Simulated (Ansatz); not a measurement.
Basis-set extrapolation for C$_{3}$H$_{3}$F$_{3}$, SMILES `CC(F)=C(F)F` (PBE0-D4/def2-TZVP geometry, frozen core, the Gaussian-basis code of Ansatz). Multiplicity 1, RHF reference.

```tsv
	def2-TZVPP	def2-QZVPP
HF	-413.800537	-413.818755
MP2 correlation	-1.221483	-1.325309
CCSD(T) correlation	-1.286971	not run
```

Energies in hartree. Use E(X) = E(∞) + A·exp(−7.88·√X) for Hartree–Fock and E(X) = E(∞) + B·X^(−2.97) for correlation, with X = 3 and 4, and add CCSD(T) minus MP2 of the smaller set to the MP2 limit.

Q: What is the CCSD(T) energy at the basis-set limit?

A: HF limit: -413.818755 + (-0.018218) × 0.13774 = -413.82126. MP2 limit: -1.325309 + (-0.103826) × 0.74074 = -1.40222. Higher-order term: -1.286971 − (-1.221483) = -0.06549. Total: -415.28897 hartree, 528.9 kJ/mol below CCSD(T)/def2-TZVPP.
